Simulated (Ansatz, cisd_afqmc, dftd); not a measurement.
Reaction: C2H5F (SMILES CCF) → C2H5 (SMILES [CH2]C, doublet) + F (doublet) (the C-F bond breaks)
Each species at its own B3LYP-D3(BJ)/def2-TZVP minimum (Ansatz, a quantum-chemistry and plane-wave program).

Property: bond dissociation energy (electronic), in kcal/mol. UHF or UKS for unpaired electrons; spin-orbit terms are left out. Correlated methods leave the cores frozen. Rows without X2C or -DK are non-relativistic. The Monte Carlo rows (phaseless AFQMC, CISD trial, step 0.005/hartree) carry one-sigma bars that omit the constraint's bias. Outlying blocks are dropped, and bars are widened where a walk drifts. Over all cases where full CI ran beside it in this data, AFQMC minus full CI had a median of +0.1 mEh and passed +0.4 mEh in a tenth of the cases. CBS(X,Y): correlation extrapolated as X^-3, Hartree-Fock from the larger set (Q,5: extrapolated as (X+1)exp(-9√X)). A bracket is a step between two methods taken in the basis named. Functionals run without relativity, which enters their misses. Double hybrids freeze cores in their MP2 part. '+ core + X2C': CCSD(T) terms for core correlation (cc-pwCVTZ) and scalar relativity (cc-pVTZ-DK).

| level | program | bond dissociation energy (kcal/mol) | difference against the last row |
|---|---|---|---|
| HF/cc-pVDZ | Ansatz | 69.3 | -48.3 |
| r2SCAN-D4/def2-TZVPD | Ansatz + dftd4 | 112.4 | -5.2 |
| B3LYP-D4/def2-TZVPD | Ansatz + dftd4 | 113.8 | -3.8 |
| CAM-B3LYP-D3(BJ)/def2-TZVPD | Ansatz + dftd3 | 116.2 | -1.4 |
| CAM-B3LYP/def2-TZVPD | Ansatz | 115.9 | -1.7 |
| B2GP-PLYP-D4/def2-TZVPD | Ansatz + dftd4 | 114.7 | -2.9 |
| CCSD/cc-pVDZ | Ansatz | 103.6 | -14.0 |
| CCSDT(Q)/cc-pVDZ | Ansatz | 105.7 | -11.9 |
| AFQMC/CISD/cc-pVTZ | cisd_afqmc | 113.5 ± 0.3 | -4.1 |
| CCSD(T)/CBS(cc-pVQZ,cc-pV5Z) + [AFQMC/CISD - CCSD(T)]/cc-pVTZ + core + X2C | Ansatz + cisd_afqmc | 117.4 ± 0.3 | -0.2 |
| CCSD(T)/CBS(cc-pVQZ,cc-pV5Z) + [CCSDT(Q) - CCSD(T)]/cc-pVDZ + core + X2C | Ansatz | 117.6 | 0.0 |
